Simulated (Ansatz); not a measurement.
Relaxation of AlF2 (3 atoms, charge 0, multiplicity 2), to a largest force component of 0.02 eV/Å in at most 40 steps.

These are results of UKS PBE-D4/STO-3G (Ansatz), not measurements.

```xyz
3
Properties=species:S:1:pos:R:3:forces:R:3
F 0.608 -1.527 0.158 -0.66 3.51 0.04
Al 0.421 0.307 0.267 -1.91 -1.63 -1.24
F -1.040 1.156 -0.438 2.57 -1.88 1.20
```

Question: Where does it end, and by what steps?

Answer: The forces met the threshold. Limits of this set-up: minimal basis. After 5 steps the energy has fallen by 0.789 eV; F1 moved furthest, 0.27 Å.

```tsv
step	energy less start (eV)	largest force component (eV/Å)	accepted
0	0.0000	3.511	yes
1	-0.5785	2.217	yes
2	-0.7384	1.421	yes
3	-0.7870	0.106	yes
4	-0.7886	0.051	yes
5	-0.7891	0.003	yes
```

```xyz
3
Properties=species:S:1:pos:R:3
F 0.451 -1.322 0.096
Al 0.469 0.336 0.296
F -0.930 0.921 -0.405
```

Whether the end is a true minimum wasn't checked by a vibrational analysis.

Run time: 7.5 s on 1 thread of Arm Neoverse N1 (shared host), peak memory 0.11 GiB.
